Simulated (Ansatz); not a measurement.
`C#CC(F)(F)F`, one more setting.

```yaml
crystal:
  periodic: [false, false, false]
  atoms:
    - {symbol: C, position_ang: [1.248816, -1.234058, 0.050647]}
    - {symbol: C, position_ang: [0.398882, -0.394294, 0.011037]}
    - {symbol: C, position_ang: [-0.640668, 0.631485, -0.036544]}
    - {symbol: F, position_ang: [-1.819363, 0.108557, -0.382196]}
    - {symbol: F, position_ang: [-0.341664, 1.581053, -0.926018]}
    - {symbol: F, position_ang: [-0.791362, 1.221494, 1.151493]}
    - {symbol: H, position_ang: [2.006559, -1.982337, 0.085880]}
basis:
  gaussian: {orbitals: 6-31G, final_grid: {core_spheres: 5, valence_spheres: 4, degree: 11}, nuclear_model: gaussian}
hamiltonian: {xc: {name: wB97X-V}}
```

```sh
$ ansatz run in.yaml --threads 4 --pin off --events-out ev --progress --plain --max-ram 10444MiB
```

It prints (some lines left out):

```
Functional definition: wB97X-V
638 factors; integrals over basis functions are off by at most 1.8e-4 eV
237 factors; integrals over basis functions are off by at most 2.8e-6 eV
mean field evaluation 1: about -11264.4581 eV, gradient 4.4e1 eV
mean field evaluation 2: about -11265.5316 eV, gradient 4.4e1 eV
mean field evaluation 4: about -11268.6778 eV, gradient 2.0e0 eV
mean field evaluation 8: about -11268.8030 eV, gradient 9.8e-2 eV
mean field evaluation 16: about -11268.8030 eV, gradient 1.9e-5 eV
mean field -11268.80300928 eV, -414.1208723219 hartree, gradient 1.9e-5 eV, S^2 0.000000; 0 other end points of the search recorded, 0 dependent functions left out
reference -11268.80300827 eV, -414.1208722848 hartree; 23, 23 occupied and 33, 33 virtual orbitals, 638 factors
Total energy: -11268.80300827 eV, -414.1208722848 hartree
```

Run time 1.1 s (4 threads of an Arm Neoverse V2 on a shared host); peak host memory 0.39 GiB.
